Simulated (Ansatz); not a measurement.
# Elastic constant C12 of zinc-blende CuI at several levels of theory

No measured value is used here.

Problem. Put these levels in order of the elastic constant C12 that they give for zinc-blende CuI, smallest first: LDA (Ansatz, a quantum-chemistry and plane-wave program), PBE (Ansatz), r²SCAN (Ansatz).

Solution. PBE (33.1 GPa), r²SCAN (37.7 GPa), LDA (49.6 GPa)

Unless a cell is named, each level is at its own relaxed cell (LDA 25.18, PBE 28.08, r²SCAN 27.31 Å³/atom).

Each level is taken at its own relaxed cell. Cutoffs differ between the levels. Ansatz's density-functional and Hartree–Fock values are scalar-relativistic unless marked +SOC, with PAW data made under PBE.
